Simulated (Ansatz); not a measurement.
Consider the adduct formation: BH₃ + NH₃ → `[BH3-][NH3+]`.

Program: Ansatz. Geometries: PBE0-D4/def2-TZVP. ΔE: electronic, gas phase. CCSD(T)/CBS is the MP2 limit (def2-TZVPP, def2-QZVPP) plus CCSD(T) − MP2 in def2-TZVPP, frozen cores. This one scheme is used for every species. DFT in def2-TZVPP. B3LYP here is the variant with VWN-RPA as its local correlation; programs differ in this.

CCSD(T)/CBS gives -131.0 kJ/mol.

(1) Another level gave -138.4 kJ/mol. Which?
A. SCS-MP2/def2-TZVPP
B. ωB97M-V/def2-TZVPP
C. PBE-QIDH/def2-TZVPP
D. B3LYP-D4/def2-TZVPP

(2) What do rigid-rotor, harmonic-oscillator terms from PBE0-D4/def2-TZVP frequencies (298.15 K, 1 bar) make of the CCSD(T)/CBS value? (Best estimate.)

Largest T1 diagnostic among the species: 0.008.

## Answers

(1) B. ωB97M-V -138.4, B3LYP-D4 -131.0, SCS-MP2/def2-TZVPP -125.9, PBE-QIDH -146.0 kJ/mol.

(2) Computed: ΔZPE = +24.7 kJ/mol, ΔH = -114.0 kJ/mol, ΔS = -142 J/(mol·K), ΔG = -71.7 kJ/mol.

At CCSD(T), def2-SVP lies −22.1 kJ/mol from the extrapolated value and def2-TZVPP −3.0 kJ/mol. In def2-TZVPP, CCSD(T) changes the Hartree–Fock value by −46.2 kJ/mol (the triples alone add −5.8 kJ/mol) and MP2 by −49.6 kJ/mol.
